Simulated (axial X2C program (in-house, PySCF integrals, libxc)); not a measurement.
# Potential curves of MgCl⁺, scalar-relativistic

Calculated with an axial X2C code built on PySCF integrals. Spin-free means the one-electron spin-free X2C Hamiltonian. Basis: Cl dyall-av3z [9s8p3d2f], Mg dyall-cv3z [9s8p6d3f] (cores contracted in-house); Gaussian nuclei, density fitting, unrestricted open shells. Masses: Cl 34.969 u, Mg 23.985 u.

State: M_S = 0, Λ = 0 (closed shell). Energies in kJ/mol from the fragments at the same level (Cl + Mg+). Fits are polynomials in 1 − R0/R over 0.85 to 1.23 times the lowest point R0.

| R (Å) | CCSD |
| --- | --- |
| 1.9183 | -257.08 |
| 1.9815 | -280.60 |
| 2.0448 | -293.29 |
| 2.1080 | -297.49 |
| 2.1818 | -294.23 |
| 2.2556 | -284.40 |
| 2.3504 | -265.03 |

Correlated methods: 8 electrons correlated (number of frozen shells: Cl 2 s, 1 p; Mg 2 s, 1 p), 242 virtual spin orbitals or spinors in MP2, 90 natural virtuals in coupled cluster.

The state is a single determinant with fixed occupations, the lowest that a limited PBE0 search found. The closed shell is kept restricted, so the energy runs too high when the bond is stretched far. Dissociation energies refer to the lowest single-determinant-based atoms at the same level and basis. CCSD ran in a truncated set of natural virtual spinors with an MP2 remainder; without triples it tends to underbind. Coupled cluster ran on the points near the minimum only. MP2 and coupled cluster on one determinant become unreliable at the stretched end.

**Question.** Fit the CCSD curve near its minimum: give the equilibrium distance, the harmonic wavenumber and the well depth.

**Answer.** At CCSD, spin-free: Re = 2.114 Å, ωe ≈ 561 cm⁻¹, De = 3.08 eV to Cl + Mg+; Be follows as 0.265 cm⁻¹.
